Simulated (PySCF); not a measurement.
Isomers of C4H9O (doublet state), one GFN2-xTB conformer each. Single-point energies are computed at B3LYP/pcH-1 (PySCF, gas phase, no added dispersion term), electronic only. GFN2-xTB treats the open shell by occupation alone, and not every SCF solution was tested for stability.

| SMILES | GFN2-xTB relative energy (kJ/mol) |
| --- | --- |
| C[CH]OCC | 11.9 |
| CO[C](C)C | 0.0 |
| [CH2]COCC | 59.7 |

Conformers: `[CH3:1][CH:2][O:3][CH2:4][CH3:5]` (doublet state) with C1–C2–O3–C4 172°, C2–O3–C4–C5 -179°; `[CH3:1][O:2][C:3]([CH3:4])[CH3:5]` (doublet state) with C1–O2–C3–C4 -21°; `[CH2:1][CH2:2][O:3][CH2:4][CH3:5]` (doublet state) with H–C1–C2–O3 167° and -23°, C1–C2–O3–C4 -70°, C2–O3–C4–C5 -179°.

What does B3LYP/pcH-1 give for the same structures?

```csv
SMILES,B3LYP/pcH-1 E (Eh),B3LYP/pcH-1 (kJ/mol),GFN2-xTB (kJ/mol),point group
C[CH]OCC,-233.02674,0.0,11.9,–
CO[C](C)C,-233.02509,4.3,0.0,C1
[CH2]COCC,-233.01213,38.4,59.7,C1
```

GFN2-xTB puts CO[C](C)C lowest instead; measured from each level's own lowest isomer, the values differ by up to 21.3 kJ/mol ([CH2]COCC: 59.7 against 38.4). Neighbours under 21 kJ/mol apart (C[CH]OCC and CO[C](C)C) can change places with a better method, another conformer or zero-point energy.
